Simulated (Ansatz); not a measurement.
# Rhodium, fcc under PBE: testing the Fermi-Dirac smearing

A convergence test of the Fermi-Dirac smearing width. The geometry was relaxed under PBE beforehand and stays fixed; 6 values are run, from 0.01 to 1.0 eV. Wanted are the values from which on the energy stays within 10 and 1 meV/atom, and the pressure within 0.5 GPa, of the narrowest run. Within the series other settings stay, but some runs also write fields, which adds to their time. Spin polarisation is left out.

Method: DFT PBE, plane waves with PAW, scalar-relativistic, in Ansatz 0.2.0.

## 1. The starting structure

Symmetry: Fm-3m, No. 225, cubic system. Conventional cell: a = 3.832 Å, b = 3.832 Å, c = 3.832 Å, α = 90.00°, β = 90.00°, γ = 90.00°. Around Rh (site symmetry m-3m) lie 12 Rh at 2.71 Å.

Structure file:

```cif
data_structure
_symmetry_space_group_name_H-M 'P 1'
_symmetry_Int_Tables_number 1
_cell_length_a 2.7097
_cell_length_b 2.7097
_cell_length_c 2.7097
_cell_angle_alpha 60.000
_cell_angle_beta 60.000
_cell_angle_gamma 60.000
_cell_volume 14.07
loop_
_atom_site_label
_atom_site_type_symbol
_atom_site_fract_x
_atom_site_fract_y
_atom_site_fract_z
_atom_site_occupancy
Rh1 Rh 0.00000 0.00000 0.00000 1
```

## 2. Run at 0.01 eV

The run at 0.01 eV.

input.yaml

```yaml
crystal:
  lattice:
    - [0.0, 1.9160595532, 1.9160595532]
    - [1.9160595532, 0.0, 1.9160595532]
    - [1.9160595532, 1.9160595532, 0.0]
  atoms:
    - { symbol: Rh, position: [0.0, 0.0, 0.0] }
hamiltonian:
  xc: pbe
  pseudopotentials:
    kind: paw
    azcp:
      Rh: "pseudopotentials/Rh.paw.azcp"
basis:
  ecutwfc: 420
  fft_grid_basis: typed
kpoints:
  mp_grid: { grid: [14, 14, 14], shift: [0, 0, 0] }
magnetization:
  spin_polarized: false
scf:
  occupations: { method: fermi_dirac, width: 0.01 }
  lower_state_search: "off"
output:
  stress: true
```

The run is started by

```bash
$ ansatz run input.yaml --threads 1 --pin off --max-ram 3584MiB --backend cpu --events-out ev --progress --plain --runs-dir out
```

## 3. Run at 0.03 eV

The run at 0.03 eV.

Changes to input.yaml since step 2:

```diff
@@ -21,3 +21,3 @@
 scf:
-  occupations: { method: fermi_dirac, width: 0.01 }
+  occupations: { method: fermi_dirac, width: 0.03 }
   lower_state_search: "off"
```

## 4. Run at 0.2 eV

The run at 0.2 eV.

Changes to input.yaml since step 3:

```diff
@@ -21,3 +21,3 @@
 scf:
-  occupations: { method: fermi_dirac, width: 0.03 }
+  occupations: { method: fermi_dirac, width: 0.2 }
   lower_state_search: "off"
```

## 5. Run at 0.3 eV

The run at 0.3 eV.

Changes to input.yaml since step 4:

```diff
@@ -21,3 +21,3 @@
 scf:
-  occupations: { method: fermi_dirac, width: 0.2 }
+  occupations: { method: fermi_dirac, width: 0.3 }
   lower_state_search: "off"
@@ -25 +25,5 @@
   stress: true
+  write_density: true
+  write_potential: true
+  elf: true
+  volumetric_format: npy
```

## 6. Run at 0.6 eV

The run at 0.6 eV.

Changes to input.yaml since step 5:

```diff
@@ -21,3 +21,3 @@
 scf:
-  occupations: { method: fermi_dirac, width: 0.3 }
+  occupations: { method: fermi_dirac, width: 0.6 }
   lower_state_search: "off"
```

## 7. Run at 1.0 eV

The run at 1.0 eV.

Changes to input.yaml since step 6:

```diff
@@ -21,3 +21,3 @@
 scf:
-  occupations: { method: fermi_dirac, width: 0.6 }
+  occupations: { method: fermi_dirac, width: 1.0 }
   lower_state_search: "off"
@@ -25,5 +25 @@
   stress: true
-  write_density: true
-  write_potential: true
-  elf: true
-  volumetric_format: npy
```

(Steps that only read results are left out.)

Before running it: what results should come out?

As calculated:

| quantity | value |
| --- | --- |
| E(σ → 0) stays within 10 meV/atom of 0.01 eV | up to 0.3 eV |
| E(σ → 0) stays within 1 meV/atom | up to 0.03 eV |
| pressure stays within 0.5 GPa | up to 0.03 eV |
| pressure at 0.01 eV | -0.38 GPa |
| energy of a separate run on a finer mesh (23×23×23) | +0.6 meV/atom from 0.01 eV |

What this shows: At 1.0 eV the energy differs by -248.4 meV/atom and the pressure by +25.4 GPa. Over the range F shifts by -1935.3 meV/atom, while E(σ → 0) shifts by -248.4. With this scheme F falls about as the square of the width. The mesh (14×14×14) is fixed, so the narrowest widths carry a k-point error of their own. A run on a finer mesh agrees with the yardstick to 1 meV/atom.
